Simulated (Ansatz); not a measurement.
Working through a ladder of basis sets of BFH, SMILES [BH]F

With the Ansatz DFT code, driven from Python.

Run as a notebook:

```python
import ansatz as az
```

```python
geometry_ang = [
    ("B", [-0.3354, 0.088, -0.1824]),
    ("F", [0.6544, 0.888, 0.4574]),
    ("H", [-0.33, -1.0408, -0.2882]),
]
molecule = az.Crystal.molecule()
for symbol, xyz in geometry_ang:
    molecule = molecule.atom(symbol, xyz)

model = (
    molecule.calculation()
    .correlation("mp2")
    .spin("collinear", total=1)
)
```

```python
energies = {}
for basis in ["cc-pVDZ", "cc-pVTZ", "cc-pVQZ"]:
    rep = model.basis(gaussian=basis).run().report
    size = rep["n_frozen"] + rep["n_occupied"][0] + rep["n_virtual"][0]
    energies[basis] = (rep["reference_energy_ev"] / 27.211386246, rep["free_energy_ev"] / 27.211386246)
    print(f"{basis:14s} {size:4d} orbitals  reference {energies[basis][0]:14.6f} Ha  total {energies[basis][1]:14.6f} Ha")

small, large = (energies[b][1] - energies[b][0] for b in ("cc-pVTZ", "cc-pVQZ"))
limit = (4 ** 3 * large - 3 ** 3 * small) / (4 ** 3 - 3 ** 3)
print(f"correlation energy: {small:.6f} and {large:.6f} Ha, extrapolated {limit:.6f} Ha")
print(f"share caught by the larger set: {100 * large / limit:.1f} %")
```

    cc-pVDZ          33 orbitals  reference    -124.672860 Ha  total    -124.925795 Ha
    cc-pVTZ          74 orbitals  reference    -124.717785 Ha  total    -125.048525 Ha
    cc-pVQZ         140 orbitals  reference    -124.727874 Ha  total    -125.087291 Ha
    correlation energy: -0.330740 and -0.359417 Ha, extrapolated -0.380343 Ha
    share caught by the larger set: 94.5 %

Against cc-pVDZ: cc-pVTZ -122.7 mHa and cc-pVQZ -161.5 mHa. The last step alone is -38.77 mHa.

Caveats:
- The drop along the ladder measures the basis error, and is no property of the molecule.
- The geometry is a force-field or estimated start, not a minimum of this method, and the last set is no limit. Much of the fall in a total is atomic energy, which cancels in bond and reaction energies.
- The species is open-shell (spin multiplicity 2).
- Inner cores stay frozen, so this is valence correlation.
- An extrapolation from small basis sets is rough.
- Hardware and time: 3.3 s on 1 thread of Arm Neoverse V1 (shared host), peak memory 0.25 GiB.
